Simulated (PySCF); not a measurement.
One ligand Y is varied and pulled off as a radical: Ti(OCH3)3–Y. Gas-phase values, no solvent. One relaxed conformer stands for each flexible species; it need not be the lowest. Multiplicities are imposed; where one is given, others were not computed. Strings in code marks are SMILES.

The numbers are results of TPSSh-D3(BJ)/def2-TZVP // TPSS-D3(BJ)/def2-SVP in PySCF, not measurements. All candidates: neutral, multiplicity 2. 

```yaml
highest_occupied_spin_orbital: -6.75 eV
dipole_moment: 0.88 D
```

**Question.** Which member has these values?
(A) `C[N]C`
(B) `[CH3]`
(C) `[SH]`
(D) `[NH2]`

**Answer.** C, `[SH]`. The others give `[CH3]`: -6.06 eV, 0.00 D; `C[N]C`: -6.41 eV, 1.71 D; `[NH2]`: -7.95 eV, 1.93 D
